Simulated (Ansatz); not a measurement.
## C3H6, singlet: the ladder up to RCCSDT(Q)

Geometry: MP2(full)/6-31G*, from the G2/97 set.

```xyz
9

C     1.2698    0.1166    0.0000
C    -0.0215    0.4621    0.0000
H     1.5797   -0.9245    0.0000
H     2.0593    0.8603    0.0000
H    -0.2847    1.5190    0.0000
C    -1.1612   -0.5094    0.0000
H    -0.7983   -1.5404    0.0000
H    -1.7970   -0.3699    0.8804
H    -1.7970   -0.3699   -0.8804
```

Basis cc-pVDZ; Ansatz 0.2.0. Correlated methods freeze the noble-gas cores, which leaves 18 electrons in 69 orbitals. R marks a restricted (for open shells ROHF) determinant. Active spaces: frontier = (8e, 8o) about the gap.

Full CI isn't at hand for all of this; RCCSDT(Q) serves as the reference, and is uncertain by about the last step of the cluster series.

- UHF ⟨S²⟩: 0.000
- T1 diagnostic (RCCSD): 0.0091
- largest doubles amplitude (RCCSD): 0.125

Question: From what is known of these methods and the diagnostics, rank them by the size of their error in total energy against RCCSDT(Q) in cc-pVDZ, smallest first (an estimate: the text doesn't fix the numbers).
A. NEVPT2 (frontier space)
B. CASSCF (frontier space)
C. RMP2
D. RCCSD
E. BCCD(T)

Answer: E (1.08 kcal/mol), D (10.32 kcal/mol), C (36.93 kcal/mol), A (42.59 kcal/mol), B (242.17 kcal/mol).

All errors are against RCCSDT(Q) in cc-pVDZ. Within each family the higher level lies nearer, as is usual though not guaranteed.

Atomization energy (electronic, same basis, no zero-point term; atoms at the same level, unrestricted beside the R rows where the molecule is a closed shell, with restricted open-shell steps beyond CCSDT(Q)) at RCCSDT(Q): 3363.1 kJ/mol. Errors of other levels:

```csv
level,error (kJ/mol)
RHF,-667.1
RMP2,21.9
CISD,-173.1
RCCSD,-33.3
RCCSD(T),-1.9
BCCD(T),-1.6
RCCSDT,-2.3
```

This basis is far from its limit, so the value isn't to be set against a measured one. Truncated CI isn't size-consistent, which counts against it in atomization.
